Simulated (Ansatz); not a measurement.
A calculation with Ansatz (development build ahead of 0.2.0).

```yaml
crystal:
  periodic: [false, false, false]
  atoms:
    - { symbol: H, position_ang: [0.00448, 0.02327, -1.61885] }
    - { symbol: C, position_ang: [-0.01463, 0.04602, -0.50688] }
    - { symbol: C, position_ang: [-0.00623, 0.04486, 0.77758] }
basis:
  gaussian: { orbitals: cc-pVDZ }
total_charge: -1
hamiltonian:
  xc: hf
correlation:
  method: mp2
  frozen_orbitals: { C: 1, H: 0 }
```

The input is written out in the form of the current development build from the run's settings.

Output:

```yaml
Converged: yes
Reference_energy: -76.19048 hartree
Correlation_energy: -0.26044 hartree
Total_energy: -76.45092 hartree
Spin_squared_of_the_determinant: 0.000
```

Caution: no diffuse functions for an anion.
